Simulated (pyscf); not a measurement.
H₂B–F (SMILES BF) + H₂B–OH (SMILES BO) → H₂B–O–BH₂ (SMILES BOB) + HF (SMILES F), a four-centre exchange (singlet surface; B–F, H–O broken, B–O, F–H formed). Structures and frequencies: ωB97X-D3(BJ)/def2-SVP in PySCF. Correlated levels are frozen-core, on RHF or UHF. ΔMP2 is the change of the MP2 total energy from the triple- to the quadruple-zeta basis. Energies in kJ/mol from the separated reactants.

Small-basis levels: PySCF, no dispersion term, spherical d functions. 

Question: In single points HF/3-21G puts the saddle at 17.7 kJ/mol and the reaction energy at +53.6 kJ/mol. Should these be trusted to within a few kcal/mol? Compare with CCSD(T)/def2-TZVPP + ΔMP2(QZVPP).

Answer: CCSD(T)/def2-TZVPP + ΔMP2(QZVPP) gives ΔE‡ = 70.8 kJ/mol and ΔE = +31.8 kJ/mol. HF/3-21G lies 53.2 kJ/mol under it in the barrier and 21.8 kJ/mol over it in the reaction energy, so on this step it does not hold to within 12.6 kJ/mol. At HF/3-21G this geometry lies under one side, so its ΔE‡ may be no barrier of that level. CCSD(T)/def2-TZVPP + ΔMP2(QZVPP) has limits of its own. On the reactant side the descent ends in a complex, 24.3 kJ/mol under the separated species and 91.4 kJ/mol under the saddle at ωB97X-D3(BJ)/def2-TZVP. One saddle was located; it need not be the lowest between these sides. The CCSD(T) − MP2 part came from Ansatz, without density fitting, on the same reference.
